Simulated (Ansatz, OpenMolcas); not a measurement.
# SiH2F2 (SMILES F[SiH2]F): methods side by side

The species is SiH2F2 (5 atoms), meant as a singlet with charge 0. SMILES: `F[SiH2]F`. The coordinates come from a PBE0-D4/def2-TZVP relaxation.

```xyz
5

F    -1.0790    0.5382    0.9807
Si   -0.0052   -0.0005   -0.0541
F     1.2476   -0.5206    0.7669
H    -0.5905   -1.1387   -0.7863
H     0.4271    1.1217   -0.9073
```

Quantity: the vertical electron affinity (to the doublet anion), in eV. The values are calculated.

The electron affinity is E(neutral) − E(anion): positive where the electron is bound.

| level | kind | program | value (eV) |
| --- | --- | --- | --- |
| SVWN5/aug-cc-pVDZ | LDA | OpenMolcas | -0.66 |
| revPBE/aug-cc-pVDZ | GGA | Ansatz | -0.67 |
| r2SCAN/aug-cc-pVDZ | meta-GGA | Ansatz | -0.81 |
| PBE0/aug-cc-pVDZ | global hybrid | OpenMolcas | -0.76 |
| CAM-B3LYP/aug-cc-pVDZ | range-separated hybrid | Ansatz | -0.89 |
| PBE-QIDH/aug-cc-pVDZ | double hybrid | Ansatz | -0.92 |
| RPA@PBE0/aug-cc-pVDZ | RPA | Ansatz | -0.78 |
| BCCD(T)/aug-cc-pVDZ | coupled cluster or CI | Ansatz | -1.01 |
| FCI/STO-3G | exact in the basis | Ansatz | -13.01 |

Where it was recorded, the anion's HOMO is positive in SVWN5/aug-cc-pVDZ, revPBE/aug-cc-pVDZ, r2SCAN/aug-cc-pVDZ, PBE0/aug-cc-pVDZ, CAM-B3LYP/aug-cc-pVDZ, PBE-QIDH/aug-cc-pVDZ: a fault of the level (basis or self-interaction), which says nothing on whether the real anion is bound. The values span -13.01 to -0.66 eV. High-level rows in very small sets aren't better than simpler rows in larger ones. Negative values mean that the anion is unbound at that level; they are set by how diffuse the basis is and aren't properties of the molecule, whose anion may well be bound.
